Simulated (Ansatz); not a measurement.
AlB₂H₅. The species carries charge 0 and has multiplicity 1. The bonds changed during the relaxation, so this is another structure than the one it started from. The structure was optimised at the PBE0-D4/def2-TZVP level.

```xyz
8

B    -0.892   -0.628   -0.334
B    -1.130    0.811    0.116
Al    1.082    0.033    0.216
H    -0.078   -0.891   -1.221
H    -1.311   -1.549    0.307
H    -1.352    1.903    0.510
H     1.643    1.338   -0.504
H     2.040   -1.017    0.910
```

**Question.** What is the dipole moment at B3LYP/def2-TZVPP? (Estimate.)

**Answer.** Computed: 0.91 D, with components (0.02, 0.63, 0.65) D in this frame, pointing from negative to positive charge.

**Question.** And with PBE, r2SCAN, ωB97M-V? (An estimate is asked.)

**Answer.** Ansatz gave: PBE 0.82 D, r2SCAN 0.85 D, ωB97M-V 0.98 D.

**Question.** Give the Mulliken charges with B3LYP, PBE, r2SCAN in def2-TZVPP. (Best estimate.)

**Answer.** The calculation gave: 
```tsv
atom	B3LYP	PBE	r2SCAN
B1	-0.11	-0.14	-0.11
B2	-0.04	-0.01	-0.03
Al3	0.28	0.23	0.35
H4	0.01	0.02	0.01
H5	0.04	0.03	0.02
H6	0.10	0.09	0.07
H7	-0.15	-0.12	-0.16
H8	-0.12	-0.10	-0.15
```

B3LYP here is the variant with VWN-RPA as its local correlation; programs differ in this.
